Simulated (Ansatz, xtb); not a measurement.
## Isomers of C3H6S in order of energy

3 gas-phase structures of C3H6S, from a drawn sample of its isomers (lower ones may exist). Each was relaxed with GFN2-xTB:

A. `C=C(C)S`, a singlet
B. `C/C=C\S`, a singlet
C. `C/C=C/S`, a singlet

Problem. Estimate their order in r2SCAN-D4/def2-SVP energy at these geometries, lowest first.

Solution. Calculated order at r2SCAN-D4/def2-SVP: A (0.0), B (0.8), C (0.9) kcal/mol. Less than 1 kcal/mol parts A and B; B and C, so the order within those pairs means little.

Energies above the lowest of each column, in kcal/mol; the last columns are at PBE-D3(BJ)/def2-SVP geometries:

| structure | GFN2-xTB | HF/STO-3G | r2SCAN-D4/def2-SVP | PBE-D3(BJ)/def2-SVP | CCSD(T)/def2-SVP + ΔMP2/def2-TZVPP |
| --- | --- | --- | --- | --- | --- |
| A | 1.0 | 1.6 | 0.0 | 0.0 | 0.0 |
| B | 1.6 | 2.2 | 0.8 | 0.2 | 2.0 |
| C | 0.0 | 0.0 | 0.9 | 0.3 | 1.7 |

CCSD(T)/def2-SVP + ΔMP2/def2-TZVPP puts A lowest; GFN2-xTB picks C, HF/STO-3G picks C. CCSD(T)/def2-SVP + ΔMP2/def2-TZVPP orders those it was run on as A (0.0), C (1.7), B (2.0) kcal/mol. Less than 1 kcal/mol parts C and B, so the order within that pair means little. Flexible structures stand in one conformer each, not always the lowest. ΔMP2 is the change of the MP2 energy from the smaller to the larger basis.

Programs: Ansatz 0.2.0, xtb 6.7.1.
